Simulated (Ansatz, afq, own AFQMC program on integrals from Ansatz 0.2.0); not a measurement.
# Breaking B2–Cl3 in BHClF, singlet

```xyz
4

F     1.2486    0.2826   -0.4643
B     0.1025   -0.0761    0.0624
Cl   -1.3717    0.5706   -0.6108
H     0.0762   -0.8373    0.9924
```

Products: BHF (doublet; F–BH) and Cl (doublet), each relaxed with PBE0/def2-SVP like the molecule; electronic energies without zero-point terms. Determinants: RHF, UHF and UHF in that order.

Basis def2-TZVP. Only valence electrons are correlated. Integrals, coupled cluster, full CI and functionals: Ansatz 0.2.0; the random walks run on the same integrals in our own AFQMC program. The CISD trial takes its coefficients from CCSD amplitudes. Released means that phaseless walkers are propagated on without the constraint, phases kept. Uncertainties: one standard error, sampling alone. The errors of all members are added in quadrature.

No full CI on the walks' own integrals is used here; CCSDT(Q) serves as the reference and is uncertain by about the last step of the cluster series. Each member takes its own surest rung, up to full CI.

The best estimate is CCSD(T) at the basis-set limit (CBS: def2-TZVPP and def2-QZVPP, with their diffuse functions for anions and beside diffuse sets, CCSD(T) itself extrapolated) plus the step from CCSD(T) to CCSDT(Q) in def2-TZVP. Rows without CBS are in def2-TZVP; B2PLYP and the wave-function rows carry a basis error of their own. Core correlation and relativity beyond core potentials are missing, and ± holds the sampling alone.

Cautions: BHF (doublet): the ph-AFQMC/CISD walk drifts between its halves (2.1 errors).

Best estimate: 532.4 kJ/mol.

| level | bond energy (kJ/mol) | error against the best estimate (kJ/mol) |
| --- | --- | --- |
| HF | 402.0 | -130.5 |
| MP2 | 537.3 | 4.9 |
| CCSD | 507.8 | -24.7 |
| CCSD(T) | 518.6 | -13.8 |
| CCSDT | 517.6 | -14.8 |
| CCSDT(Q) | 518.4 | -14.0 |
| ph-AFQMC/CISD | 519.6 ± 0.7 | -12.8 ± 0.7 |
| released AFQMC | 518.9 ± 1.2 | -13.5 ± 1.2 |
| HF/CBS | 401.2 | -131.2 |
| MP2/CBS | 551.7 | 19.3 |
| CCSD(T)/CBS | 532.6 | 0.2 |
| PBE | 530.5 | -2.0 |
| r2SCAN | 522.5 | -10.0 |
| PBE0 | 524.4 | -8.0 |
| B3LYP | 509.3 | -23.2 |
| wB97M-V | 540.0 | 7.6 |
| B2PLYP | 518.2 | -14.3 |

Correlation beyond CCSD(T) takes off 0.2 kJ/mol. Going to the basis-set limit adds 14.0 kJ/mol at CCSD(T). The perturbative (T) step is worth +10.8 kJ/mol. The functionals spread over 30.8 kJ/mol; PBE comes nearest and B3LYP is 23.2 kJ/mol too low.

Best estimates are given only where the step beyond CCSD(T) is under 0.3 eV and no member's determinant is very poor (T1 over 0.05, or 0.07 for open shells, ⟨S²⟩ too high by 0.3, two states mixed), so the hardest cases are missing from such tables.

The functionals ran in a triple-zeta set and keep a basis error of their own, a few kJ/mol for each bond in atomization energies and more for double hybrids, so close places among them and the extrapolated levels can swap.

CCSDT and higher add their correlation energy to the determinant of the CCSD(T) run, since their own runs factorise the integrals more tightly (a shift of under 2 meV). Each member of a difference takes its own highest rung, so a best estimate needn't equal the limit plus the step of one row. A walk keeps the symmetry of its determinant, which the program's search chose and which needn't be the lowest solution, so a lower state of the same spin and another symmetry isn't excluded. Released energies are given only where the last usable release times agree within the noise; a slower fall can still hide under it.
